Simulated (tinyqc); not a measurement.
Worked calculation: extended Hueckel theory, for H3O+. The parameters take no account of the charge, which enters only through the electron count. One step of it, computed by the program tinyqc.

Task: Wolfsberg-Helmholz matrix. H_ij = K' S_ij (H_ii + H_jj)/2 for i != j (the diagonal keeps H_ii), with K' = K + D^2 + D^4 (1 - K), D = (H_ii - H_jj)/(H_ii + H_jj), K = 1.75.

overlap S, order 1O 2s, 1O 2px, 1O 2py, 1O 2pz, 2H 1s, 3H 1s, 4H 1s:
```
[[1.000000, 0.000000, 0.000000, 0.000000, 0.438294, 0.438251, 0.438251],
 [0.000000, 1.000000, 0.000000, 0.000000, 0.365900, -0.182925, -0.182925],
 [0.000000, 0.000000, 1.000000, 0.000000, 0.000000, 0.316866, -0.316866],
 [0.000000, 0.000000, 0.000000, 1.000000, -0.101809, -0.101795, -0.101795],
 [0.438294, 0.365900, 0.000000, -0.101809, 1.000000, 0.181126, 0.181126],
 [0.438251, -0.182925, 0.316866, -0.101795, 0.181126, 1.000000, 0.181092],
 [0.438251, -0.182925, -0.316866, -0.101795, 0.181126, 0.181092, 1.000000]]
```

diagonal H_ii (eV): [-32.300000, -14.800000, -14.800000, -14.800000, -13.600000, -13.600000, -13.600000]

K = 1.750000

Give: H.

Result:

H (eV), order 1O 2s, 1O 2px, 1O 2py, 1O 2pz, 2H 1s, 3H 1s, 4H 1s:
```
[[-32.3000, 0.0000, 0.0000, 0.0000, -19.0647, -19.0628, -19.0628],
 [0.0000, -14.8000, 0.0000, 0.0000, -9.1019, 4.5503, 4.5503],
 [0.0000, 0.0000, -14.8000, 0.0000, 0.0000, -7.8821, 7.8821],
 [0.0000, 0.0000, 0.0000, -14.8000, 2.5325, 2.5322, 2.5322],
 [-19.0647, -9.1019, 0.0000, 2.5325, -13.6000, -4.3108, -4.3108],
 [-19.0628, 4.5503, -7.8821, 2.5322, -4.3108, -13.6000, -4.3100],
 [-19.0628, 4.5503, 7.8821, 2.5322, -4.3108, -4.3100, -13.6000]]
```
